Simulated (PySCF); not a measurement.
Species: beryllium dihydride, BeH2.
Cartesian coordinates in Å at the PBE0-D3(BJ)/def2-SVP level; atoms count from 1:
```
atom  x, y, z in Å
Be1    0.002   -0.034   -0.015
H2    -1.337   -0.037   -0.020
H3     1.342   -0.031   -0.010
```

Computed with PySCF at PBE0/pcSseg-1 and PBE0/def2-SVPD, non-relativistic, on one gas-phase PBE0-D3(BJ)/def2-SVP geometry that isn't relaxed in the solvent. The solvent is an IEF-PCM continuum (cavity from Bondi-type radii × 1.2). Only the electrostatic response of the medium enters.

Gas phase at PBE0/pcSseg-1: HOMO -8.83 eV, LUMO -0.73 eV, dipole 0.00 D.

What does the continuum do to the energy, the frontier levels and the dipole at PBE0/pcSseg-1 in methanol?

```
 solvent      ε  E(solvent) − E(gas) (kJ/mol)  polarisation term (kJ/mol)  distortion of the solute (kJ/mol)  HOMO (eV)  LUMO (eV)  dipole (D)
methanol  32.61                        -19.26                      -22.31                               3.05      -8.70      -0.15        0.00
```

Polarisation term: ½ Σ q·V over the induced surface charges. Distortion: the rise of the solute's own energy as its density leaves the gas-phase optimum. Charge and dipole vanish, so a point-dipole model would give no lowering at all.

Which Mulliken charges (PBE0/pcSseg-1) respond most in methanol (means over atoms taken as equivalent)?

```json
{"atoms": "Be1", "environment": "beryllium bonded to 2 H", "gas (e)": "+0.413", "solvent (e)": "+0.652", "change": "+0.239"}
{"atoms": "H2/H3", "environment": "hydrogen on beryllium", "gas (e)": "-0.206", "solvent (e)": "-0.326", "change": "-0.120"}
```

Which Mayer bond orders change most in methanol?

```json
{"bond": "Be1–H2", "length (Å)": "1.339", "gas": "0.956", "solvent": "0.893", "change": "-0.063"}
{"bond": "Be1–H3", "length (Å)": "1.340", "gas": "0.956", "solvent": "0.893", "change": "-0.063"}
```

Gas phase at PBE0/def2-SVPD: HOMO -8.83 eV, LUMO -0.90 eV, dipole 0.00 D.

What does the continuum do to the energy, the frontier levels and the dipole at PBE0/def2-SVPD in methanol?

| solvent | ε | E(solvent) − E(gas) (kJ/mol) | polarisation term (kJ/mol) | distortion of the solute (kJ/mol) | HOMO (eV) | LUMO (eV) | dipole (D) |
| --- | --- | --- | --- | --- | --- | --- | --- |
| methanol | 32.61 | -19.02 | -22.20 | 3.18 | -8.72 | -0.41 | 0.00 |

How does the static polarisability (PBE0/def2-SVPD, frozen core, with the continuum's full static response) change?

```json
{"medium": "gas", "isotropic (au)": "20.6", "principal values (au)": "20.6, 20.6, 20.6", "⟨r²⟩ of the electrons (bohr²)": "31.7"}
{"medium": "methanol", "isotropic (au)": "27.2", "principal values (au)": "25.9, 27.8, 27.8", "⟨r²⟩ of the electrons (bohr²)": "32.4"}
```

The isotropic value in methanol is 1.32 times the gas-phase one; no cavity-field correction is applied. ⟨r²⟩ is taken about the centre of nuclear charge.
